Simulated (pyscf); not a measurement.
Single points on ωB97X-D3(BJ)/def2-SVP structures (PySCF, gas phase).

Task: For H₃C–CH₂–SiH₃ + hydrogen (H₂) → ethane (H₃C–CH₃) + silane (SiH₄), a four-centre exchange (singlet surface; C–Si, H–H broken, C–H, H–Si formed), PBE/def2-TZVP gives ΔE‡ = 63.9 kcal/mol and ΔE = -8.1 kcal/mol (zero: the separated reactants). In which direction and how far do PBE0-D3(BJ)/def2-TZVP, M06-2X/def2-TZVP, ωB97M-D3(BJ)/def2-TZVP move these?

Result: PBE0-D3(BJ): ΔE‡ = 66.3 kcal/mol, ΔE = -7.4 kcal/mol; M06-2X: ΔE‡ = 72.8 kcal/mol, ΔE = -6.6 kcal/mol; ωB97M-D3(BJ): ΔE‡ = 70.7 kcal/mol, ΔE = -7.8 kcal/mol. PBE's barrier lies under all of them, by 2.4 to 8.8 kcal/mol. Its reaction energy lies under all of them, by 0.3 to 1.5 kcal/mol. At the saddle there is also a short H–Si contact that neither side keeps. H₃C–CH₂–SiH₃ lies 12.8 kcal/mol over its isomer H₃C–SiH₂–CH₃ (electronic energy, ωB97M-D3(BJ)/def2-TZVP). One saddle was located; it need not be the lowest between these sides.
